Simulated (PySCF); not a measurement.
**Question.** What does the BHandHLYP/cc-pVDZ structure of InChI=1S/C5H6S/c1-2-3-4-5-6/h2-5H,1H2/b4-3+ look like in three dimensions?

**Answer.** 
```
atom  x, y, z in Å
C1    -2.4501   -0.1810    0.0371
C2    -1.2710    0.4319   -0.0742
C3    -0.0040   -0.2638   -0.0244
C4     1.1954    0.3370   -0.1349
C5     2.4289   -0.4002   -0.0778
S6     3.9198    0.2410   -0.2004
H7    -3.3811    0.3722   -0.0045
H8    -2.5170   -1.2563    0.1734
H9    -1.2333    1.5097   -0.2099
H10   -0.0418   -1.3430    0.1120
H11    1.2664    1.4119   -0.2716
H12    2.3168   -1.4787    0.0597
```

Orientation and origin are arbitrary. Atoms count from 1 in this order. Of the pairs four or more bonds apart, H10···H12 is among the closest relative to their van der Waals radii: 2.36 Å, 98 % of the sum of Bondi's values. The 6 heavy atoms lie in one plane (0.001 Å rms). The 4 C–C bonds span 1.333 Å (C1=C2, drawn double) to 1.446 Å (C2–C3, drawn single), a spread of 0.113 Å.

Bonds between heavy atoms (Å): C1=C2 1.333, C2–C3 1.446, C3=C4 1.346, C4–C5 1.438, C5=S6 1.628.

Method used: BHandHLYP/cc-pVDZ geometry optimisation, gas phase in PySCF.

Point group: Cs (every atom within 0.08 Å of its image). No BHandHLYP/cc-pVDZ frequencies stand behind this structure, so it isn't proved a minimum. The numbers are those of one conformer (C1–C2–C3–C4 180°, C3–C4–C5–S6 180°).
